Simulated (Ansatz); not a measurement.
We consider hcp Tc, described by PBE-D3(BJ) in Ansatz (PAW).

Run with plane-wave cutoff 520 eV, 24×24×12 k mesh (along the axes of the cell as run), Fermi–Dirac smearing 0.05 eV, no spin polarisation, scalar-relativistic PAW data made under PBE.

Shape and atoms are relaxed at each volume.

Pressure at four volumes; x = ln(V/14.094 Å³). One pressure is withheld.

```
V (Å³/atom)        x  P (GPa)
-----------  -------  -------
13.530       -0.0408        ?
13.812       -0.0202     6.74
14.094        0.0000     0.01
14.658        0.0392   -11.42
```

Problem. Pass a parabola P(x) through the three rows shown, estimate the bulk modulus and its pressure derivative near zero pressure, and predict the withheld pressure.

Solution. Slopes between the rows: (0.01 − (6.74))/(0.0000 − (-0.0202)) = -333.17 and (-11.42 − (0.01))/(0.0392 − (0.0000)) = -291.58 GPa. Their difference over the span 0.0594 is c = 41.59/0.0594 = 700.2 GPa, so P(x) = 6.74 + (-333.17)(x − (-0.0202)) + 700.2 (x − (-0.0202))(x − (0.0000)). At the middle row B = −dP/dx = −[-333.17 + 700.2 × 0.0202] = 319.0 GPa, and B′ = dB/dP = 2c/B = 4.4. At x = -0.0408 the parabola gives 14.19 GPa; the run gives 14.24 GPa. The Birch–Murnaghan fit to the energies at all volumes has B0 = 318 GPa and B′ = 4.5.

Measured, for comparison: bulk modulus 303 GPa (zero-point energy and finite temperature contributions removed; as tabulated in doi:10.1021/acs.jctc.3c00612). Computed (rounded) less measured: bulk modulus +5 %.

Note: the bulk modulus comes from volumes at which shape and atoms were relaxed.

Ansatz is a program for electronic structure.
